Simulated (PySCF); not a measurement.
diaminoborane, BH₅N₂, SMILES NBN, point group C2v.

Level: B3LYP/pcSseg-1 in PySCF (density fitting, grid level 2); geometry and Hessian at that level, cubic constants and property derivatives from steps of ±0.6 along each species' dimensionless normal coordinates, second-order vibrational perturbation theory. The parent has the commonest isotopes.

Equilibrium geometry (Å):

```tsv
atom	x	y	z
N1	-1.2467	-0.0975	0.0132
B2	0.0418	0.4718	0.0915
N3	1.2261	-0.2652	-0.1204
H4	-2.0805	0.4479	0.1684
H5	-1.4339	-1.0684	-0.1980
H6	0.1349	1.6382	0.3507
H7	2.1375	0.1618	-0.0596
H8	1.2570	-1.2508	-0.3441
```

Question: Give the equilibrium and ground-state rotational constants (MHz) of parent; ²H at 6; ¹⁰B at 2; ²H at 7, ²H at 8; ²H at 4; ¹⁵N at 1; ¹⁵N at 1, ¹⁵N at 3.

Answer: 
```json
{"species": "parent", "Ae": "53338", "Be": "9050.3", "Ce": "7737.4", "A0": "52553", "B0": "9011.8", "C0": "7695", "Δ0 (u Å²)": "-0.020", "harmonic ZPE (cm⁻¹)": "14463"}
{"species": "²H at 6", "Ae": "41225", "Be": "9050.3", "Ce": "7421.1", "A0": "40681", "B0": "9010.8", "C0": "7377.6", "Δ0 (u Å²)": "-0.007", "harmonic ZPE (cm⁻¹)": "13877"}
{"species": "¹⁰B at 2", "Ae": "54716", "Be": "9050.3", "Ce": "7765.8", "A0": "53900", "B0": "9010.9", "C0": "7722.9", "Δ0 (u Å²)": "-0.022", "harmonic ZPE (cm⁻¹)": "14518"}
{"species": "²H at 7, ²H at 8", "Ae": "46063", "Be": "8159.6", "Ce": "6931.7", "A0": "45449", "B0": "8131.3", "C0": "6900.6", "Δ0 (u Å²)": "-0.035", "harmonic ZPE (cm⁻¹)": "13046"}
{"species": "²H at 4", "Ae": "52850", "Be": "8386.9", "Ce": "7238.2", "A0": "52060", "B0": "8353.4", "C0": "7201.7", "Δ0 (u Å²)": "-0.033", "harmonic ZPE (cm⁻¹)": "13752"}
{"species": "¹⁵N at 1", "Ae": "53152", "Be": "8813.2", "Ce": "7559.7", "A0": "52367", "B0": "8775.5", "C0": "7518.2", "Δ0 (u Å²)": "-0.020", "harmonic ZPE (cm⁻¹)": "14438"}
{"species": "¹⁵N at 1, ¹⁵N at 3", "Ae": "52964", "Be": "8578.5", "Ce": "7382.7", "A0": "52183", "B0": "8541.6", "C0": "7342.2", "Δ0 (u Å²)": "-0.020", "harmonic ZPE (cm⁻¹)": "14413"}
```

Δ0 = Ic − Ia − Ib from the ground-state constants.

Question: How is the parent's vibrational correction B0 − Be made up?

Answer: 
| axis | harmonic | Coriolis | cubic | total (MHz) |
| --- | --- | --- | --- | --- |
| a | 281 | -487 | -579 | -785 |
| b | 18.6 | -12.2 | -44.9 | -38.5 |
| c | 7.19 | -4.58 | -45 | -42.4 |

Question: And its quartic centrifugal distortion constants from the harmonic force field?

Answer: Asymmetric top, A reduction, Ir representation: ΔJ = 6.63 kHz, ΔJK = -67.3 kHz, ΔK = 872 kHz, δJ = 1.44 kHz, δK = 23.8 kHz.

Question: Which nuclear quadrupole couplings χaa, χbb, χcc (MHz) does the parent show, at equilibrium and averaged?

Answer: 14N at 1: 1.4, 2.8, -4.2 and 1.3, 2.7, -4.0; 11B at 2: -1.5, -1.8, 3.3 and -1.5, -1.8, 3.3; 14N at 3: 1.4, 2.8, -4.2 and 1.3, 2.7, -4.0.

Internal rotors are held in one well.
